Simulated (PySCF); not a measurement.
This PySCF input (PBE0/6-31G**) gives -76.33576 Eh with 24 basis functions.

```python
import numpy as np, basis_set_exchange as bse
from pyscf import gto, scf, dft, df

basis = {'H': gto.basis.parse(bse.get_basis('6-31G**', elements=['H'], fmt='nwchem')), 'O': gto.basis.parse(bse.get_basis('6-31G**', elements=['O'], fmt='nwchem'))}
mol = gto.M(
    atom='''
    O     0.00702152    0.00134342    0.11666744
    H    -0.04995842    0.75929218   -0.47415850
    H    -0.00621371   -0.77003954   -0.45918106
    ''',
    basis=basis,
    charge=0,
    verbose=4,
    max_memory=8640,
)
mf = dft.RKS(mol, xc='pbe0')
mf.grids.level = 3
mf = mf.density_fit(auxbasis=df.autoaux(mol))
mf.conv_tol = 1e-9
mf.max_cycle = 100
print('smallest overlap eigenvalue', np.linalg.eigvalsh(mol.intor('int1e_ovlp'))[0])
mf.kernel()
dip = mf.dip_moment()
```

Change:
```diff
- basis = {'H': gto.basis.parse(bse.get_basis('6-31G**', elements=['H'], fmt='nwchem')), 'O': gto.basis.parse(bse.get_basis('6-31G**', elements=['O'], fmt='nwchem'))}
+ basis = {'H': gto.basis.parse(bse.get_basis('def2-SVPD', elements=['H'], fmt='nwchem')), 'O': gto.basis.parse(bse.get_basis('def2-SVPD', elements=['O'], fmt='nwchem'))}
```

**Question.** What does the run give now?

**Answer.** -76.29567 Eh (PBE0/def2-SVPD, 39 functions), a change of +40.09 mEh.
